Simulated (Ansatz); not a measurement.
# C2H3F2O: geometry optimisation

What geometry does C2H3F2O take? Wanted for C2H3F2O: a geometry optimisation.

All numbers are computed with the Python package of Ansatz 0.2.0. Level of theory: PBE/def2-SVP.

**1. Starting point**

Bond lengths: C1–O2 1.402 Å, O2–C3 1.407 Å, C3–F4 1.386 Å, C3–F5 1.382 Å, C1–H6 1.110 Å, C1–H7 1.110 Å, C3–H8 1.115 Å. Angles: C1–O2–C3 107.5°, O2–C1–H6 109.5°, O2–C1–H7 109.5°, H6–C1–H7 109.3°, O2–C3–F4 110.4°, O2–C3–F5 108.7°, O2–C3–H8 111.6°, F4–C3–F5 108.5°, F4–C3–H8 109.8°, F5–C3–H8 107.7°.

No structure file is read: the coordinates are typed or built in the script.

**2. The code**

File c2h3f2o.py:

```python
'''Minimum-energy structure of C2H3F2O.'''

import itertools
import logging
import sys

import ansatz as az
from ase.data import atomic_numbers, covalent_radii
import numpy as np

logging.basicConfig(stream=sys.stdout, format='%(levelname)s %(message)s')
logger = logging.getLogger('calc')
logger.setLevel(logging.INFO)


def main() -> None:
    system = (
        az.Crystal.molecule()
        .atom('C', (1.0194, -0.4889, -0.5886))
        .atom('O', (0.5211, 0.2028, 0.5244))
        .atom('C', (-0.8736, 0.3026, 0.372))
        .atom('F', (-1.1849, 1.1411, -0.6868))
        .atom('F', (-1.409, 0.838, 1.5276))
        .atom('H', (1.7755, 0.1374, -1.1059))
        .atom('H', (1.4923, -1.436, -0.2553))
        .atom('H', (-1.3408, -0.697, 0.2127))
    )

    model = (
        system.calculation()
        .basis(gaussian='def2-SVP')
        .functional('pbe')
        .spin('collinear', total=1)
    )
    symbols = [site.symbol for site in system.cartesian_sites]
    start = np.array([site.position_ang for site in system.cartesian_sites], dtype=float)
    data = model.relax(force_tolerance=0.01).run(threads=1, pin='off').report
    end = np.array(data['positions_ang'])

    logger.info(f'E = {data["free_energy_ev"]:.6f} eV = {data["free_energy_ev"] / 27.211386246:.7f} Ha')
    print('converged:', data['converged'], ' doubts:', data['published_state_doubts'] or 'none')

    # pairs closer than 1.2 times the sum of covalent radii, before or after
    radius = [covalent_radii[atomic_numbers[s]] for s in symbols]
    span = lambda where, i, j: np.linalg.norm(where[i] - where[j])
    bonded = [(i, j) for i, j in itertools.combinations(range(len(symbols)), 2) if min(span(start, i, j), span(end, i, j)) < 1.2 * (radius[i] + radius[j])]
    logger.info('pair        before    after (A)')
    for i, j in bonded:
        print(f'{symbols[i]}{i}-{symbols[j]}{j}'.ljust(10), f'{span(start, i, j):8.4f} {span(end, i, j):8.4f}')
    for first, second in list(itertools.combinations(bonded, 2)):
        shared = set(first) & set(second)
        if shared and symbols[(j := shared.pop())] != 'H':
            i, k = sorted((set(first) | set(second)) - {j})
            u, v = end[i] - end[j], end[k] - end[j]
            angle = np.degrees(np.arccos(np.clip(u @ v / np.linalg.norm(u) / np.linalg.norm(v), -1, 1)))
            logger.info(f'final angle {symbols[i]}{i}-{symbols[j]}{j}-{symbols[k]}{k}: {angle:.2f} deg')
    with open('c2h3f2o_opt.xyz', 'w') as handle:
        handle.write(f'{len(symbols)}\nrelaxed C2H3F2O\n')
        handle.writelines(f'{s:2s} {x:11.6f} {y:11.6f} {z:11.6f}\n' for s, (x, y, z) in zip(symbols, end))


if __name__ == '__main__':
    main()
```

**3. The calls as engine input**

The package turns the script's settings into the engine's input:

```yaml
crystal:
  periodic: [false, false, false]
  atoms:
    - { symbol: C, position_ang: [1.0194, -0.4889, -0.5886] }
    - { symbol: O, position_ang: [0.5211, 0.2028, 0.5244] }
    - { symbol: C, position_ang: [-0.8736, 0.3026, 0.372] }
    - { symbol: F, position_ang: [-1.1849, 1.1411, -0.6868] }
    - { symbol: F, position_ang: [-1.409, 0.838, 1.5276] }
    - { symbol: H, position_ang: [1.7755, 0.1374, -1.1059] }
    - { symbol: H, position_ang: [1.4923, -1.436, -0.2553] }
    - { symbol: H, position_ang: [-1.3408, -0.697, 0.2127] }
basis:
  gaussian:
    orbitals: def2-SVP
hamiltonian:
  xc: pbe
magnetization:
  spin_polarized: true
  initial_magnetization: 1.0
relax:
  f_tol: 0.01
```

**4. Launch**

Run with:

```sh
$ python c2h3f2o.py
```

What it wrote:

```text
INFO E = -9584.451489 eV = -352.2220957 Ha
converged: True  doubts: none
INFO pair        before    after (A)
C0-O1        1.4020   1.3692
C0-H5        1.1097   1.0963
C0-H6        1.1098   1.1022
O1-C2        1.4065   1.3815
C2-F3        1.3860   1.3606
C2-F4        1.3816   1.3441
C2-H7        1.1148   1.1183
INFO final angle O1-C0-H5: 113.44 deg
INFO final angle O1-C0-H6: 118.69 deg
INFO final angle C0-O1-C2: 116.42 deg
INFO final angle H5-C0-H6: 122.65 deg
INFO final angle O1-C2-F3: 110.57 deg
INFO final angle O1-C2-F4: 106.88 deg
INFO final angle O1-C2-H7: 112.22 deg
INFO final angle F3-C2-F4: 108.49 deg
INFO final angle F3-C2-H7: 108.36 deg
INFO final angle F4-C2-H7: 110.26 deg
```

It took 68 s on 1 thread of Intel Xeon Platinum 8259CL at 2.50GHz (Skylake/Cascade Lake), shared host; peak memory 0.22 GiB.

File c2h3f2o_opt.xyz afterwards:

```xyz
8
relaxed C2H3F2O
C     1.194691   -0.283678   -0.577846
O     0.505401    0.507726    0.301513
C    -0.850996    0.269167    0.409960
F    -1.505338    0.718798   -0.694968
F    -1.285496    0.964300    1.475174
H     2.278640   -0.121114   -0.553622
H     0.743434   -1.237236   -0.897260
H    -1.080336   -0.817963    0.537149
```

**5. What the engine kept of the run**

From the engine's report, whether the script printed it or not:

| item | value |
| --- | --- |
| SCF cycles in all | 159 |
| orbitals | 85 |
| total energy (eV) | -9584.45149 |

**6. Path of the relaxation**

The steps of the relaxation:

```csv
step,energy from step 1 (eV),largest force component (eV/Å)
1,0.0000,1.9932
2,-0.2760,0.9641
3,-0.1900,2.0643
4,-0.3578,0.1890
5,-0.3674,0.1473
6,-0.3929,0.4264
7,-0.4072,1.2218
8,-0.4985,0.2205
9,-0.5181,0.3144
10,-0.5168,0.9775
11,-0.5352,0.1695
12,-0.5406,0.1572
13,-0.5426,0.0905
14,-0.5441,0.0681
15,-0.5409,0.1567
16,-0.5450,0.0137
17,-0.5454,0.0381
18,-0.5454,0.0099
```

Step 1 is the start. Steps 3, 10, 15 were tried and not accepted.

Before: Bond lengths: C1–O2 1.402 Å, O2–C3 1.407 Å, C3–F4 1.386 Å, C3–F5 1.382 Å, C1–H6 1.110 Å, C1–H7 1.110 Å, C3–H8 1.115 Å. Angles: C1–O2–C3 107.5°, O2–C1–H6 109.5°, O2–C1–H7 109.5°, H6–C1–H7 109.3°, O2–C3–F4 110.4°, O2–C3–F5 108.7°, O2–C3–H8 111.6°, F4–C3–F5 108.5°, F4–C3–H8 109.8°, F5–C3–H8 107.7°.

After: Bond lengths: C1–O2 1.369 Å, O2–C3 1.381 Å, C3–F4 1.361 Å, C3–F5 1.344 Å, C1–H6 1.096 Å, C1–H7 1.102 Å, C3–H8 1.118 Å. Angles: C1–O2–C3 116.4°, O2–C1–H6 113.4°, O2–C1–H7 118.7°, H6–C1–H7 122.6°, O2–C3–F4 110.6°, O2–C3–F5 106.9°, O2–C3–H8 112.2°, F4–C3–F5 108.5°, F4–C3–H8 108.4°, F5–C3–H8 110.3°.

**7. Summary of results**

| quantity | value |
| --- | --- |
| total energy | -9584.4515 eV |
| dipole moment | 2.06 D |
| <S²> of the mean field (pure state) | 0.753 (0.75) |
| moves of the relaxation | 14 |
| energy gained | 0.545 eV |
| last largest force component | 0.0099 eV/Å |

After 14 moves the largest shift is 1.006 Å, of atom 7 (H). So large a move can change the bonding: the results belong to the relaxed structure. Caveats:
- The end point is the stationary point reached from this start; no frequency run checks that it is a minimum, and the basis set is modest.
- The species is open-shell (spin multiplicity 2).
